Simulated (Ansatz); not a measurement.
AlFH (`[F][AlH]`) radical, charge 0, multiplicity 2.

Problem. Give a relaxed structure at PBE0-D4/def2-TZVP (Ansatz). (Best estimate.)

Solution. Computed: 
Z-matrix (Å, degrees):
```
Al
F 1 1.656
H 1 1.607 2 115.5
```
Point group Cs.
